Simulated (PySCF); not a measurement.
**Reproducing measurements on carbon tetrafluoride**

**Experimental background.**

From NIST CCCBDB Release 22 (SRD 101), experimental polarizabilities, for the gas: mean polarisability 2.824 Å³.

From Chong, Molecules 2021, 26, 1947 (electron spectra of vapor-phase indole and four azaindoles), for the gas: F 1s binding energy of F1/F3/F4/F5 695.56 eV.

From CORE65 (Golze, Keller, Rinke, J. Phys. Chem. Lett. 2020, 11, 1840), as tabulated in Jana, Herbert, J. Chem. Phys. 2023, 158, 094111, SI, for the gas: F 1s binding energy of F1/F3/F4/F5 695.2 eV; C 1s binding energy of C2 301.9 eV.

Wang, Chong, Molecules 2025, 30, 2887 (The role of exchange energy in modeling core-electron binding energies of strongly polar bonds) lists, for the gas: C 1s binding energy of C2 301.9 eV.

The results are set against them at the end.

Species: carbon tetrafluoride, CF4.
SMILES with atom numbers: `[F:1][C:2]([F:3])([F:4])[F:5]`

Structure used (GFN2-xTB), in Å, numbered top down from 1:
```xyz
5
CF4 angstrom
F      0.3823    1.1140   -0.5884
C      0.0017    0.0006   -0.0034
F     -0.5151   -0.8103   -0.8990
F      1.0395   -0.5749    0.5610
F     -0.8999    0.2735    0.9127
```

The PySCF runs (gas phase, on this GFN2-xTB geometry; non-relativistic but for the core-level run):

| level | job | basis functions |
| --- | --- | --- |
| CAM-B3LYP/def2-SVPD | 8 singlets by full TDDFT, 3 Tamm–Dancoff triplets, polarisability | 112 |
| PBE0/def2-SVPD | 6 singlets by full TDDFT, 2 Tamm–Dancoff triplets, polarisability | 112 |
| revPBE/def2-TZVPP | 25 singlets by TDA, 5 Tamm–Dancoff triplets, polarisability | 155 |
| CAM-B3LYP/pcJ-1 | 1 singlet by full TDDFT, 5 Tamm–Dancoff triplets, polarisability | 135 |
| delta-SCF UKS SCAN, pcX-2 on the ionised atom, pcseg-1 elsewhere, spin-free X2C | ΔSCF core ionisation, 2 holes | 101 |

Results beside the measurements:

**Mean polarisability.** Measured: 2.824 Å³ (NIST CCCBDB Release 22 (SRD 101), experimental polarizabilities).

| level | computed (Å³) | computed − measured (Å³) | % (from the printed values) |
| --- | --- | --- | --- |
| CAM-B3LYP/def2-SVPD | 2.783 | -0.041 | -1 |
| PBE0/def2-SVPD | 2.764 | -0.060 | -2 |
| revPBE/def2-TZVPP | 2.514 | -0.310 | -11 |
| CAM-B3LYP/pcJ-1 | 1.953 | -0.871 | -31 |

Closest is CAM-B3LYP/def2-SVPD (-0.041 Å³), furthest CAM-B3LYP/pcJ-1 (-0.871 Å³); one molecule doesn't rank methods. All 4 levels lie below the measurement. The computed values are static and purely electronic, with core orbitals frozen in the response (1 au = 0.148185 Å³). The table of measured values doesn't say here whether a value is static or optical, or holds a vibrational part.

**Core binding energies.** Delta-SCF UKS SCAN, pcX-2 on the ionised atom, pcseg-1 elsewhere, spin-free X2C in PySCF 2.14.0.

| level and atom | computed (eV) | measured (eV) | computed − measured (eV) |
| --- | --- | --- | --- |
| F 1s, F1/F3/F4/F5 | 695.42 | 695.56 and 695.2 | -0.14 |
| C 1s, C2 | 301.71 | 301.9 and 301.9 | -0.19 |

Sources, in the order of the opening: Chong, Molecules 2021, 26, 1947 (electron spectra of vapor-phase indole and four azaindoles); CORE65 (Golze, Keller, Rinke, J. Phys. Chem. Lett. 2020, 11, 1840), as tabulated in Jana, Herbert, J. Chem. Phys. 2023, 158, 094111, SI; Wang, Chong, Molecules 2025, 30, 2887 (The role of exchange energy in modeling core-electron binding energies of strongly polar bonds). Against the first value of each row the mean signed difference is -0.16 eV and the largest in size -0.19 eV. The computed values are vertical, without vibrational structure; measured positions hang on the energy calibration. The first atom of each set that the bonding makes equivalent was ionised and stands for the set.

The geometry is computed, not the measured one. Where a level misses, the cause wasn't examined.
